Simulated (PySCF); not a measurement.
Computed with B3LYP-D3(BJ)/def2-TZVP // PBE0-D3(BJ)/def2-SVP run with PySCF 2.14.0. All species are isolated molecules in the gas phase. B3LYP has the VWN-RPA correlation part, as in Gaussian. 

Reference species (SMILES): `N` (neutral, multiplicity 1).

HOMO: -7.44 eV
dipole moment: 1.78 D
HOMO–LUMO gap: 8.03 eV

After one change: the HOMO increases by 0.23 eV; the dipole moment falls by 0.62 D; the HOMO–LUMO gap rises by 0.20 eV.

What was changed between the two runs? The new species is one of these.
A) `CO`
B) `CSC`
C) `COC`
D) `CN(C)C`

C, `COC`
